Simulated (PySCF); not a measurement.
## How well do the runs reproduce experiment for n-PeOH?

**Measured values to compare with.**

NIST CCCBDB Release 22 (SRD 101), experimental polarizabilities lists, for the gas: mean polarisability 11.581 Å³.

The results are set against them at the end.

Species: n-PeOH, C5H12O.
Atom-mapped SMILES: `[CH3:1][CH2:2][CH2:3][CH2:4][CH2:5][OH:6]` (hydrogens: H7, H8, H9 on C1; H10, H11 on C2; H12, H13 on C3; H14, H15 on C4; H16, H17 on C5; H18 on O6)

Structure used (GFN2-xTB), in Å, numbered top down from 1:
```xyz
18
C5H12O angstrom
C      2.742    0.157    0.414
C      1.422    0.621   -0.189
C      0.257   -0.282    0.213
C     -1.063    0.187   -0.391
C     -2.231   -0.710    0.018
O     -3.453   -0.311   -0.556
H      2.980   -0.852    0.083
H      2.687    0.157    1.501
H      3.551    0.816    0.111
H      1.214    1.642    0.138
H      1.506    0.633   -1.278
H      0.171   -0.297    1.302
H      0.461   -1.304   -0.116
H     -0.990    0.194   -1.481
H     -1.268    1.211   -0.064
H     -2.065   -1.731   -0.334
H     -2.312   -0.735    1.116
H     -3.618    0.609   -0.317
```

The PySCF runs (gas phase, on this GFN2-xTB geometry; no spin–orbit coupling):

| level | job | basis functions | wall time |
| --- | --- | --- | --- |
| CAM-B3LYP/def2-SVPD | 8 singlets by full TDDFT, 3 Tamm–Dancoff triplets, polarisability | 219 | 48 s |

Hardware: an Arm Neoverse V1 with one thread, shared host.

Results beside the measurements:

**Mean polarisability.** Measured: 11.581 Å³ (NIST CCCBDB Release 22 (SRD 101), experimental polarizabilities).

```
              level  computed (Å³)  computed − measured (Å³)  % (from the printed values)
CAM-B3LYP/def2-SVPD         10.056                    -1.525                          -13
```

The computed values are static and purely electronic, with core orbitals frozen in the response (1 au = 0.148185 Å³). The table of measured values doesn't say here whether a value is static or optical, or holds a vibrational part. The measurement averages over conformers, the calculation has one.

No measured geometry was used, and the causes of the misses weren't examined.
